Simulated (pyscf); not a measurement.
Single points on ωB97X-D3(BJ)/def2-SVP structures (PySCF, gas phase).

Q: For the elementary gas-phase step H₂N–NH–GeH₃ (SMILES N[NH][GeH3]) + H₂ (SMILES [H][H]) → H₂N–NH₂ (SMILES NN) + GeH₄ (SMILES [GeH4]) (singlet surface; Ge–N, H–H broken, H–N, Ge–H formed), what barrier and reaction energy does ωB97M-D3(BJ)/def2-TZVP give, measured from the separated reactants?

A: ΔE‡ = 1.81 eV, ΔE = -0.32 eV. Zero-point energy shifts the barrier by +0.10 eV. It is a four-centre exchange, with an imaginary mode of 1375i cm⁻¹. H₂N–NH–GeH₃ lies 1.94 eV over its isomer H₂N–GeH₂–NH₂ (electronic energy, ωB97M-D3(BJ)/def2-TZVP). This is the saddle that the search found; another between the same sides may lie lower. Elements up to Kr have no core potential and no relativistic terms here.
